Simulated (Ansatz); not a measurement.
For zinc-blende HgS (metastable phase), PBE+SOC in Ansatz (PAW) gives:

| Quantity | Value |
|---|---|
| equilibrium lattice constant a | 5.968 Å |
| bulk modulus B0 | 51.9 GPa |

Problem. What does HSE06-D3(BJ) in Ansatz (PAW) give for the same quantities?

Solution. 
- lattice constant a: 5.843 Å (falls by 2.1 %)
- bulk modulus: 66.9 GPa (goes up by 29 %)

For comparison: lattice constant a 5.841 Å (measured, 295 K, no zero-point or thermal correction; as tabulated in Cardona et al. (2009), arXiv:0908.2634).

Changes are worked out from the printed values.

Unless a cell is named, each level is at its own relaxed cell (PBE+SOC 26.57, HSE06-D3(BJ) 24.94 Å³/atom).

Levels without +SOC leave out spin–orbit coupling, which shifts energies and cells of such heavy elements.

Ansatz's density-functional and Hartree–Fock values are scalar-relativistic unless marked +SOC, with PAW data made under PBE.

Ansatz is a program for electronic structure.
